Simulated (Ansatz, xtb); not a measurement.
## Ranking isomers of CH6NSi

8 gas-phase structures of CH6NSi, found in a search over its isomers (lower ones may exist). Each was relaxed with GFN2-xTB; where two conformers were screened, the lower at r2SCAN-D4/def2-SVP is listed:

A. `[CH2]N[SiH3]`, a doublet
B. `[CH2][SiH2]N`, a doublet
C. `C[N][SiH3]`, a doublet
D. `C[SiH2][NH]`, a doublet
E. `NC[SiH2]`, a doublet
F. `C[SiH]N`, a doublet
G. `CN[SiH2]`, a doublet
H. `N[CH][SiH3]`, a doublet

Task: Estimate their order in r2SCAN-D4/def2-SVP energy at these geometries, lowest first.

Result: Calculated order at r2SCAN-D4/def2-SVP: F (0.0), B (46.5), G (75.4), A (80.1), D (100.4), H (101.5), E (125.8), C (136.5) kJ/mol. Less than 1 kcal/mol parts D and H, so the order within that pair means little.

Energies above the lowest of each column, in kJ/mol; the last columns are at BLYP-D3(BJ)/def2-SVP geometries and were run for some of them only (a dash: not run or not comparable):

```json
{"structure": "F", "GFN2-xTB": "18.2", "HF/STO-3G": "0.0", "r2SCAN-D4/def2-SVP": "0.0", "BLYP-D3(BJ)/def2-SVP": "0.0", "CCSD(T)/def2-SVP + ΔMP2/def2-TZVPP": "0.0"}
{"structure": "B", "GFN2-xTB": "72.3", "HF/STO-3G": "11.2", "r2SCAN-D4/def2-SVP": "46.5", "BLYP-D3(BJ)/def2-SVP": "61.5", "CCSD(T)/def2-SVP + ΔMP2/def2-TZVPP": "–"}
{"structure": "G", "GFN2-xTB": "0.0", "HF/STO-3G": "58.2", "r2SCAN-D4/def2-SVP": "75.4", "BLYP-D3(BJ)/def2-SVP": "53.5", "CCSD(T)/def2-SVP + ΔMP2/def2-TZVPP": "75.2"}
{"structure": "A", "GFN2-xTB": "5.3", "HF/STO-3G": "42.7", "r2SCAN-D4/def2-SVP": "80.1", "BLYP-D3(BJ)/def2-SVP": "78.8", "CCSD(T)/def2-SVP + ΔMP2/def2-TZVPP": "–"}
{"structure": "D", "GFN2-xTB": "65.7", "HF/STO-3G": "10.9", "r2SCAN-D4/def2-SVP": "100.4", "BLYP-D3(BJ)/def2-SVP": "–", "CCSD(T)/def2-SVP + ΔMP2/def2-TZVPP": "–"}
{"structure": "H", "GFN2-xTB": "76.0", "HF/STO-3G": "78.4", "r2SCAN-D4/def2-SVP": "101.5", "BLYP-D3(BJ)/def2-SVP": "–", "CCSD(T)/def2-SVP + ΔMP2/def2-TZVPP": "–"}
{"structure": "E", "GFN2-xTB": "104.3", "HF/STO-3G": "102.7", "r2SCAN-D4/def2-SVP": "125.8", "BLYP-D3(BJ)/def2-SVP": "–", "CCSD(T)/def2-SVP + ΔMP2/def2-TZVPP": "–"}
{"structure": "C", "GFN2-xTB": "21.4", "HF/STO-3G": "35.7", "r2SCAN-D4/def2-SVP": "136.5", "BLYP-D3(BJ)/def2-SVP": "–", "CCSD(T)/def2-SVP + ΔMP2/def2-TZVPP": "–"}
```

CCSD(T)/def2-SVP + ΔMP2/def2-TZVPP puts F lowest of those it was run on; GFN2-xTB picks G. Flexible structures stand in one conformer each, not always the lowest. Frequencies (BLYP-D3(BJ)/def2-SVP) were run for F, G alone. The ΔMP2 step shifts differences by up to 17.9 kJ/mol, which makes them less sure. Open shells are spin-unrestricted. ΔMP2 is the change of the MP2 energy from the smaller to the larger basis.

Over these structures GFN2-xTB departs from r2SCAN-D4/def2-SVP by 37.9 kJ/mol on average once a common shift is removed. A GFN2-xTB relaxation took about 0.073 s and the r2SCAN-D4/def2-SVP energy about 2.1 s on a shared host (Ansatz 0.2.0, xtb 6.7.1).
